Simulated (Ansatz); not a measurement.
Geometry optimisation, Ansatz 0.2.0, RHF/def2-SVP.

Input:

```yaml
crystal:
  periodic: [false, false, false]
  atoms:
    - { symbol: F, position_ang: [-0.0137, -0.0134, -2.7164] }
    - { symbol: C, position_ang: [-1.2585, 0.0797, 0.1722] }
    - { symbol: C, position_ang: [0.1203, 0.4258, 0.7206] }
    - { symbol: C, position_ang: [1.1743, -0.3999, -0.0041] }
    - { symbol: H, position_ang: [-1.5588, -0.9206, 0.4844] }
    - { symbol: H, position_ang: [-1.1911, 0.0976, -0.917] }
    - { symbol: H, position_ang: [-2.0158, 0.7906, 0.5043] }
    - { symbol: H, position_ang: [0.3157, 1.4855, 0.5355] }
    - { symbol: H, position_ang: [0.164, 0.265, 1.8091] }
    - { symbol: H, position_ang: [2.1815, -0.042, 0.2087] }
    - { symbol: H, position_ang: [0.974, -0.3191, -1.0802] }
    - { symbol: H, position_ang: [1.1083, -1.4494, 0.283] }
total_charge: -1
basis:
  gaussian: { orbitals: def2-SVP }
hamiltonian:
  xc: hf
relax:
  f_tol: 0.02
  max_steps: 40
scf:
  lower_state_search: "off"
```

Command:

```bash
$ ansatz run input.yaml --threads 1 --pin off --max-ram 2048MiB --backend cpu --events-out ev --progress --plain --runs-dir out
```

Problem. Where does it end, and by what steps?

Solution. The forces met the threshold. Limits of this set-up: an anion without diffuse functions, the dipole of an ion depends on the origin. After 5 steps the energy has fallen by 0.042 eV; F1 moved furthest, 0.23 Å.

```tsv
step	energy less start (eV)	largest force component (eV/Å)	accepted
0	0.0000	0.270	yes
1	-0.0344	0.158	yes
2	-0.0402	0.070	yes
3	-0.0406	0.036	yes
4	-0.0416	0.023	yes
5	-0.0418	0.007	yes
```

```xyz
12
Properties=species:S:1:pos:R:3
F -0.118 0.138 -2.586
C -1.266 0.061 0.148
C 0.123 0.430 0.666
C 1.202 -0.430 0.010
H -1.543 -0.953 0.464
H -1.215 0.098 -0.948
H -2.034 0.744 0.534
H 0.316 1.476 0.408
H 0.172 0.367 1.764
H 2.209 -0.099 0.296
H 1.052 -0.353 -1.074
H 1.104 -1.479 0.316
```

Whether the end is a true minimum wasn't checked by a vibrational analysis.

The run took 16 s on 1 thread of Intel(R) Xeon(R) Platinum 8259CL CPU @ 2.50GHz (Skylake/Cascade Lake) (shared host), peak memory 0.18 GiB.
